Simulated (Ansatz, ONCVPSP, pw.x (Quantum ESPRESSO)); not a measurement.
## What a changed setting does to a pw.x run (bcc W)

Potential: optimised norm-conserving Vanderbilt (ONCV), ONCVPSP 4.0.1.1 (patched build), PBE; core [Kr] 4d10 4f14, reference 5s2 5p6 5d4 6s2; waves: 5s+6s: rc 1.35 bohr, ncon 4, nbas 9, qcut 7.6 1/bohr, 2 projectors; 5p: rc 1.85 bohr, ncon 4, nbas 8, qcut 8 1/bohr, 3 projectors, debl 1.6 Ha; 5d: rc 2.20 bohr, ncon 4, nbas 8, qcut 8.3 1/bohr, 2 projectors, debl 3 Ha; local part: polynomial inside 1.00 bohr (lpopt 3, dvloc0 4 Ha); core correction: polynomial model core, fcfact 0.4.

The reference run (k-mesh 14³, cutoffs 85/340 Ry, Fermi–Dirac 0.01 Ry, mixing_beta 0.4, conv_thr 1e-9, no spin) gives -3.34 GPa at 16.130 Å³/atom, where all-electron LAPW gives 0.30 GPa. This run, with its own iteration cap, changes mixing_ndim to 16.

```
&control
  calculation='scf', prefix='x', pseudo_dir='./', outdir='./tmp', tstress=.true., disk_io='none'
/
&system
  ibrav=0, nat=1, ntyp=1, ecutwfc=85, ecutrho=340, nbnd=15,
  occupations='smearing', smearing='fd', degauss=0.01
/
&electrons
  conv_thr=1e-09, mixing_beta=0.4, electron_maxstep=70, mixing_ndim=16
/
ATOMIC_SPECIES
W 1.0 W.UPF
CELL_PARAMETERS angstrom
  -1.59168867 1.59168867 1.59168867
  1.59168867 -1.59168867 1.59168867
  1.59168867 1.59168867 -1.59168867
ATOMIC_POSITIONS crystal
W 0.0000 0.0000 0.0000
K_POINTS automatic
14 14 14 0 0 0
```

```bash
pw.x < W.scf.in > W.scf.out
```

**Question.** How does the run end?

**Answer.** It converges in 8 iterations; the free energy moves by +0.0 meV/atom and the pressure by +0.00 GPa. The result is that of the reference run.

```
Message from routine setup:
     using ibrav=0 with symmetry is DISCOURAGED, use correct ibrav instead
     lattice parameter (alat)  =       5.2098  a.u.
     unit-cell volume          =     108.8506 (a.u.)^3
     number of electrons       =        14.00
     number of Kohn-Sham states=           15
     kinetic-energy cutoff     =      85.0000  Ry
     charge density cutoff     =     340.0000  Ry
     scf convergence threshold =      1.0E-09
     Exchange-correlation= PBE
     number of k points=   104  Fermi-Dirac smearing, width (Ry)=  0.0100
     iteration #  1     ecut=    85.00 Ry     beta= 0.40
     total energy              =    -163.08992771 Ry
     estimated scf accuracy    <       0.04070768 Ry
     iteration #  2     ecut=    85.00 Ry     beta= 0.40
     total energy              =    -163.09076087 Ry
     estimated scf accuracy    <       0.00629533 Ry
     iteration #  3     ecut=    85.00 Ry     beta= 0.40
     total energy              =    -163.09152341 Ry
     estimated scf accuracy    <       0.00041456 Ry
     iteration #  4     ecut=    85.00 Ry     beta= 0.40
     total energy              =    -163.09154537 Ry
     estimated scf accuracy    <       0.00000551 Ry
     iteration #  5     ecut=    85.00 Ry     beta= 0.40
     total energy              =    -163.09154737 Ry
     estimated scf accuracy    <       0.00000026 Ry
     iteration #  6     ecut=    85.00 Ry     beta= 0.40
     total energy              =    -163.09154741 Ry
     estimated scf accuracy    <       0.00000001 Ry
     iteration #  7     ecut=    85.00 Ry     beta= 0.40
     total energy              =    -163.09154741 Ry
     estimated scf accuracy    <          2.7E-09 Ry
     iteration #  8     ecut=    85.00 Ry     beta= 0.40
     the Fermi energy is    22.0524 ev
!    total energy              =    -163.09154741 Ry
     estimated scf accuracy    <          1.1E-11 Ry
     smearing contrib. (-TS)   =      -0.00245692 Ry
     The total energy is F=E-TS. E is the sum of the following terms:
     one-electron contribution =     -15.85798903 Ry
     hartree contribution      =      16.39812849 Ry
     xc contribution           =     -45.05808888 Ry
     ewald contribution        =    -118.57114108 Ry
     convergence has been achieved in   8 iterations
          total   stress  (Ry/bohr**3)                   (kbar)     P=      -33.40
     Message from routine punch:
     Nothing written, as per user request (disk_io='none')
```

The run took about 39 s on one core of a shared host (Neoverse-N1, 64 threads, 124 GiB, load 53).
